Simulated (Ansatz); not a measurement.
## Energy profile

The step: BSiH₅O ([OH][BH][SiH3]) → BHO ([BH][O]) + SiH₂ + H₂; bonds formed: Si2–H4, H4–H6; bonds broken: B1–Si2, Si2–H6, O3–H4 (atoms numbered as in the saddle structure below).

B1  (-1.218, -0.868, -0.894)
Si2  (0.179, 1.009, 0.174)
O3  (-0.592, -1.844, -0.491)
H4  (0.734, -0.697, 0.462)
H5  (-2.096, -0.350, -1.493)
H6  (1.279, -0.267, 0.865)
H7  (1.516, 1.571, -0.240)
H8  (0.198, 1.446, 1.617)
(Å)

Electronic energies by CCSD(T) at an estimated basis limit (MP2 extrapolated from triple and quadruple zeta, plus CCSD(T) − MP2 in triple zeta), on PBE0-D4/def2-TZVP structures; BSiH5O, singlet; no counterpoise correction. Program: Ansatz 0.2.0. Basis: def2-TZVPP and def2-QZVPP. Cores are frozen in the correlated methods. Extrapolation: Hartree–Fock as exp(−7.88 √X), correlation as X^−2.97.

Problem. Give the profile in kcal/mol, counted from the start structure. (Judge from chemistry; the value comes from the calculation.)

Solution. The calculation gives:
```tsv
point	kcal/mol
start structure	0.00
saddle	59.04
end structure	54.96
separated: BHO (linked as [BH][O]; B1, O3, H5; singlet) + SiH4 (Si2, H4, H6, H7, H8; singlet)	58.23
```

T1 diagnostic: at most 0.020.

For scale, one of the runs: CCSD(T)/def2-TZVPP, 174 basis functions (an equivalent command: `ansatz run in.yaml --threads 2`). The run took 17 s on 2 CPU threads (shared host), with 1.5 GiB of host memory at its peak.
